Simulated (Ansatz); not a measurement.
For fcc Sr, LDA (Ansatz, a quantum-chemistry and plane-wave program, plane waves, PAW) gives:

```
Property                               Value
------------------------------  ------------
lattice parameter a                  5.793 Å
bulk modulus                        14.0 GPa
cohesive energy                 1.89 eV/atom
elastic constant C11                16.7 GPa
elastic constant C44                13.7 GPa
Voigt–Reuss–Hill shear modulus      6.81 GPa
```

### Question
What does HSE06 in Ansatz (PAW) give for the same quantities?

### Answer

- lattice constant a: 6.119 Å (rises by 5.6 %)
- bulk modulus: 11.5 GPa (decreases by 18 %)
- cohesive energy: 1.57 eV/atom (drops by 0.32 eV/atom)
- elastic constant C11: 15.7 GPa (decreases by 6.0 %)
- elastic constant C44: 10.9 GPa (drops by 20 %)
- Voigt–Reuss–Hill shear modulus: 6.58 GPa (decreases by 3.4 %)

For comparison: lattice constant a 6.045 Å (measured, low-temperature or extrapolated to 0 K; zero-point anharmonic expansion removed; as tabulated in Csonka et al. (2009), arXiv:0903.4037); bulk modulus 12.5 GPa (measured, corrected for temperature and zero-point phonon effects, our sources range from 12.0 to 12.5; as tabulated in Levämäki et al. (2014), arXiv:1402.3671); cohesive energy 1.73 eV/atom (measured, static lattice: zero-point vibration energy added; as tabulated in Mejia-Rodriguez and Trickey (2018), arXiv:1807.09216); elastic constant C11 15 GPa (measured, temperature not stated, not corrected to a static lattice; as tabulated in Mehl and Papaconstantopoulos (1996), arXiv:mtrl-th/9602003).

Changes are worked out from the printed values.

Unless a cell is named, each level is at its own relaxed cell (LDA 48.59, HSE06 57.28 Å³/atom).

Caveats: hybrids on metals are sensitive to the k mesh (HSE06). Ansatz's density-functional and Hartree–Fock values are scalar-relativistic unless marked +SOC, with PAW data made under PBE.
